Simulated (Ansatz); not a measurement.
Reaction (SMILES): [CH]=O (CH-O) → [CH-]=O (an electron is taken up)
B3LYP-D3(BJ)/def2-TZVP geometries, fixed; electronic energies without zero-point terms; positive where energy is released.

How fast the adiabatic electron affinity converges with the basis for several methods (Ansatz, a program for electronic structure): deviation from each method's own reference, in eV. References: B2PLYP 0.184 eV, the value in aug-pcseg-3; B3LYP 0.344 eV, the value in aug-pcseg-3; CCSD(T) 0.241 eV, Hartree-Fock in aug-cc-pVQZ plus the correlation part extrapolated as X^-3 from aug-cc-pVTZ and aug-cc-pVQZ; MP2 0.188 eV, Hartree-Fock in aug-cc-pVQZ plus the correlation part extrapolated as X^-3 from aug-cc-pVTZ and aug-cc-pVQZ; PBE 0.351 eV, the value in aug-pcseg-3. Cartesian d functions, on some or all atoms, in 6-31G*; all else is spherical. In correlated methods cores are frozen. Open shells are unrestricted. No added dispersion term, no relativity. 

```csv
basis,functions,B2PLYP,B3LYP,CCSD(T),MP2,PBE
pcseg-0,20,…,-0.650,-1.085,-1.163,-0.764
3-21G,20,…,-1.335,-1.814,-1.880,-1.457
6-31G*,32,…,-1.005,-1.277,-1.333,-1.130
aug-cc-pVDZ,55,…,0.019,-0.075,-0.129,-0.021
aug-pcseg-1,55,…,0.044,-0.142,-0.185,0.009
"6-311++G(2d,2p)",64,…,-0.031,-0.170,-0.204,-0.074
def2-TZVPP,76,…,-0.283,-0.330,-0.370,-0.385
jun-cc-pV(T+d)Z,92,…,-0.039,-0.085,-0.113,-0.083
aug-pcseg-2,115,…,-0.006,-0.070,-0.099,-0.022
aug-cc-pVTZ,115,…,-0.023,-0.037,-0.062,-0.056
pcseg-3,153,…,-0.103,-0.113,-0.136,-0.165
def2-QZVPPD,162,…,-0.106,-0.094,-0.118,-0.170
```

Complete the blanks.


- pcseg-0, B2PLYP: -0.772
- 3-21G, B2PLYP: -1.467
- 6-31G*, B2PLYP: -1.077
- aug-cc-pVDZ, B2PLYP: -0.001
- aug-pcseg-1, B2PLYP: -0.001
- 6-311++G(2d,2p), B2PLYP: -0.063
- def2-TZVPP, B2PLYP: -0.288
- jun-cc-pV(T+d)Z, B2PLYP: -0.039
- aug-pcseg-2, B2PLYP: -0.014
- aug-cc-pVTZ, B2PLYP: -0.013
- pcseg-3, B2PLYP: -0.090
- def2-QZVPPD, B2PLYP: -0.086

Mean absolute deviation over 6-311++G(2d,2p), def2-TZVPP, jun-cc-pV(T+d)Z, aug-pcseg-2, aug-cc-pVTZ: B3LYP 0.076, B2PLYP 0.083, PBE 0.124, CCSD(T) 0.138, MP2 0.170 eV.
